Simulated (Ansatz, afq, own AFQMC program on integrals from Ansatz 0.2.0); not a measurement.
**AlNH, quartet in cc-pVDZ, levels against CCSDT(Q)**

```xyz
3

Al    0.0000   -0.0909    0.4941
N     0.0000    0.0801   -1.0434
H     0.0000    1.3213    1.2716
```

Connectivity, by distances: AlH–N.

Basis cc-pVDZ. Noble-gas cores (and the filled d shells of Ga–Kr and In–Xe) are frozen. AFQMC by an in-house program on the Cholesky factors that Ansatz 0.2.0 writes for its CCSD(T) run. The CISD trial takes its coefficients from CCSD amplitudes. Released means that phaseless walkers are propagated on without the constraint, phases kept. Uncertainties: one standard error, sampling alone.

Determinant: UHF, the one that the program's search chose, which needn't be the lowest solution. The geometry is a point of a scan.

No full CI on the walks' own integrals is used here; CCSDT(Q) serves as the reference and is uncertain by about the last step of the cluster series.

Cautions: lower spins were not checked.

The T1 diagnostic is 0.0337, the weight of the determinant in the CISD state is 0.905 and the ⟨S²⟩ of the determinant is 3.763. The size of the correlated space is 9 electrons in 31 orbitals.

Reference: CCSDT(Q), correlation energy -4.667 eV. The released energy is read at 2.40 1/Eh (meV from the phaseless value at times in 1/Eh: -7 ± 9 at 0.24, -8 ± 8 at 0.51, -8 ± 9 at 0.99, 1 ± 8 at 1.62, -19 ± 16 at 2.40).

```
         level  E − E(reference) (kcal/mol)  share of correlation (%)
            HF                       107.63                      0.00
           MP2                        21.14                     80.36
          CCSD                         2.89                     97.31
       CCSD(T)                         0.77                     99.29
         CCSDT                         0.15                     99.86
   ph-AFQMC/HF                  1.85 ± 0.93                     98.28
 ph-AFQMC/CISD                  0.45 ± 0.21                     99.58
released AFQMC                  0.02 ± 0.36                     99.98
```

A walk keeps the symmetry of its determinant, which the program's search chose and which needn't be the lowest solution, so a lower state of the same spin and another symmetry isn't excluded. Released energies are given only where the last usable release times agree within the noise; a slower fall can still hide under it.
